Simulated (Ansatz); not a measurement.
C4H6O can be A, `C/C=C/C=O`, or B, `C1=CCOC1`.

Gas-phase electronic energies from Ansatz, PBE0-D4/def2-TZVP geometries. CCSD(T)/CBS is the MP2 limit (def2-TZVPP, def2-QZVPP) plus CCSD(T) − MP2 in def2-TZVPP, frozen cores. Functionals use def2-TZVPP. B3LYP here is the variant with VWN-RPA as its local correlation; programs differ in this. Each species was taken in one conformer, which may not be the lowest.

(1) Which is lower in electronic energy at CCSD(T)/CBS, and by how much? (Estimate.)

(2) Give E(B) − E(A) in kJ/mol with CCSD(T)/def2-TZVPP, PBE0-D4, B2PLYP, LDA (SPW92), B3LYP-D4, HF/def2-TZVPP, CCSD/def2-TZVPP. (An estimate is asked.)

(3) Does the order hold for the free energy at 298.15 K (harmonic terms from PBE0-D4)? (Estimate.)

Largest T1 diagnostic: 0.014.

Answers

(1) Computed: A, by 33.6 kJ/mol.

(2) Computed: CCSD(T)/def2-TZVPP 36.2, PBE0-D4 28.5, B2PLYP 48.3, LDA (SPW92) 12.3, B3LYP-D4 49.2, HF/def2-TZVPP 46.3, CCSD/def2-TZVPP 33.4. None reverses the order clearly.

(3) Computed: Yes: G(B) − G(A) = +46.6 kJ/mol, for one conformer each.

In def2-TZVPP, CCSD(T) changes the Hartree–Fock value by −10.1 kJ/mol (the triples alone add +2.8 kJ/mol) and MP2 by −10.9 kJ/mol. At CCSD(T), def2-SVP lies +14.4 kJ/mol from the extrapolated value and def2-TZVPP +2.6 kJ/mol.
